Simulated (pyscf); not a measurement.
**1,1-elimination: HO–AlH₂ → HO–Al [singlet] + hydrogen (H₂)**

Gas phase, singlet surface, charge 0. Bonds broken: Al2–H4, Al2–H5. Bonds formed: H4–H5. PySCF, gas phase, ωB97X-D3(BJ)/def2-SVP geometries.

Transition state (Å):

```xyz
5

O      0.2744    -0.6692     0.3165
Al    -1.0794     0.3663     0.2263
H      0.1987    -1.6232     0.2288
H     -2.6325     0.5244     0.0408
H     -2.5180    -0.8066    -0.0508
```

One imaginary mode, 1671i cm⁻¹; descent along it reached the two sides named.

```
bond    change  reactant side (Å)  saddle  product side
------  ------  -----------------  ------  ------------
Al2–H4  breaks              1.578   1.572           3.5
Al2–H5  breaks              1.585   1.877           4.2
H4–H5    forms                2.8   1.339         0.761
```

Electronic energies relative to the reactant's lowest minimum found (kcal/mol):

```
level                   barrier  reaction energy  reverse barrier
----------------------  -------  ---------------  ---------------
ωB97X-D3(BJ)/def2-TZVP     84.4            +20.9             63.5
PBE/def2-TZVP              70.4            +15.6             54.8
r²SCAN/def2-TZVP           75.8            +20.4             55.4
B3LYP-D3(BJ)/def2-TZVP     77.7            +16.5             61.2
PBE0-D3(BJ)/def2-TZVP      76.8            +18.6             58.2
M06-2X/def2-TZVP           80.1            +14.3             65.8
ωB97M-D3(BJ)/def2-TZVP     81.3            +16.1             65.2
HF/def2-TZVP               96.0            +20.5             75.5
```

With ωB97M-D3(BJ)/def2-TZVP energies and thermal terms (ideal gas, 1 atm, RRHO with modes under 100 cm⁻¹ raised to 100, one conformer, R ln 2 for chiral ones without a mode under 150 cm⁻¹), in kcal/mol:

```
T (K)   ΔH‡   ΔG‡     ΔH     ΔG
-----  ----  ----  -----  -----
298    78.9  78.9  +15.2   +7.8
600    78.7  78.9  +15.9    0.0
900    78.5  79.1  +15.8   -8.0
1200   78.1  79.4  +15.3  -15.8
```

The same reactants have a lower exit, to O=AlH + H₂ (barrier +66.4 kcal/mol at ωB97M-D3(BJ)/def2-TZVP, against +81.3 kcal/mol here). This is the saddle that the search found; another between the same sides may lie lower. A restricted solution here is unstable towards spin polarisation, so biradical character is likely and single-reference numbers are less safe.
